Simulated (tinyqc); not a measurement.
Inside a calculation. Method: Born-Oppenheimer dynamics on the unrestricted LDA (VWN5)/sto-6g surface (energies and gradients from PySCF), for NH, spin multiplicity 3. Computed by tinyqc, a small Python program that keeps every step (integrals from PySCF). Settings: charge = 0, multiplicity = 3, basis = sto-6g, functional = lda,vwn, time step (fs) = 1.0, steps = 16. Command: `OMP_NUM_THREADS=1 python tinyqc.py 22872 22873 out.jsonl` (the two numbers bound the seeds that draw the settings). One thread of a shared host (Intel(R) Xeon(R) Processor @ 2.60GHz), about 6 s of CPU time with the checks.

## Velocity Verlet step 1

positions (bohr):
```
           x         y         z
1N  0.000000  0.000000  0.000000
2H  0.000000  0.000000  1.870829
```

velocities (bohr per atomic time unit):
```
               x             y             z
1N   0.000004700   0.000012958   0.000020746
2H  -0.000065300  -0.000180042  -0.000288254
```

gradient (hartree/bohr):
```
             x           y            z
1N  0.00000000  0.00000000   0.12486724
2H  0.00000000  0.00000000  -0.12486700
```

masses (electron masses): 1N 25526.042363, 2H 1837.152588

gradient after step 1 (hartree/bohr):
```
              x            y            z
1N  -0.00013918  -0.00038374   0.09235795
2H   0.00013918   0.00038373  -0.09235805
```

dt = 1 fs = 41.3414 atomic units; x' = x + v dt - g dt^2 / (2m); after the new gradient g', v' = v - (g + g') dt / (2m).

positions after step 1 (bohr):
```
            x          y          z
1N   0.000194   0.000536  -0.003323
2H  -0.002700  -0.007443   1.916994
```

velocities after step 1 (bohr per atomic time unit):
```
               x             y             z
1N   0.000004812   0.000013269  -0.000155160
2H  -0.000066866  -0.000184360   0.002155850
```

## Velocity Verlet step 2

gradient after step 2 (hartree/bohr):
```
              x            y            z
1N  -0.00006076  -0.00016751   0.02113002
2H   0.00006073   0.00016743  -0.02112966
```

As before.

positions after step 2 (bohr):
```
            x          y          z
1N   0.000398   0.001097  -0.012829
2H  -0.005529  -0.015243   2.049080
```

velocities after step 2 (bohr per atomic time unit):
```
               x             y             z
1N   0.000004974   0.000013715  -0.000247061
2H  -0.000069115  -0.000190561   0.003432754
```

## Energy conservation

The total energy should stay constant up to terms of order dt^2; the step counts as short enough if it moves by less than 2 % of the largest kinetic energy.

Trajectory:
```
time (fs)  1N-2H (angstrom)  potential (hartree)  kinetic (hartree)  total (hartree)
0.000000           0.990000         -54.52558496         0.00011794     -54.52546703
1.000000           1.016198         -54.53094307         0.00461439     -54.52632868
2.000000           1.091154         -54.53864204         0.01164383     -54.52699821
3.000000           1.177277         -54.53742860         0.01083820     -54.52659039
4.000000           1.246577         -54.53132355         0.00516655     -54.52615700
5.000000           1.284476         -54.52665184         0.00068811     -54.52596373
6.000000           1.285169         -54.52655934         0.00059875     -54.52596059
7.000000           1.248562         -54.53109900         0.00495312     -54.52614588
8.000000           1.180217         -54.53724744         0.01067624     -54.52657120
9.000000           1.094307         -54.53876073         0.01176601     -54.52699472
10.000000          1.018292         -54.53130373         0.00492620     -54.52637753
11.000000          0.989765         -54.52552947         0.00007262     -54.52545685
12.000000          1.027319         -54.53275177         0.00619098     -54.52656079
13.000000          1.107051         -54.53909783         0.01213128     -54.52696656
14.000000          1.191750         -54.53646328         0.00996770     -54.52649557
15.000000          1.256091         -54.53022619         0.00412168     -54.52610452
16.000000          1.287447         -54.52625373         0.00030350     -54.52595023
```

The total energy moves within 1.5e-03 hartree; that is over 2 % of the largest kinetic energy, so the time step is too long.
